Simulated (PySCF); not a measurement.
HN₂, SMILES N#[NH+], charge +1. Geometry optimised at PBE0-D3(BJ)/def2-TZVPD. The isomer is the one that the SMILES or the coordinates give; other isomers of the formula were not compared.

Q: Give the equilibrium geometry at PBE0-D3(BJ)/def2-TZVPD (PySCF confirms it by a frequency run) as bond lengths and angles, and its point group. (The exact figures need the calculation; the answer reports its results.)

A: point group C∞v.
Atoms: N1 N2 H3. Bonds (Å): N1–N2 1.084, N2–H3 1.037. Angles (°): N1–N2–H3 180.0.
Charge +1, spin multiplicity 1.
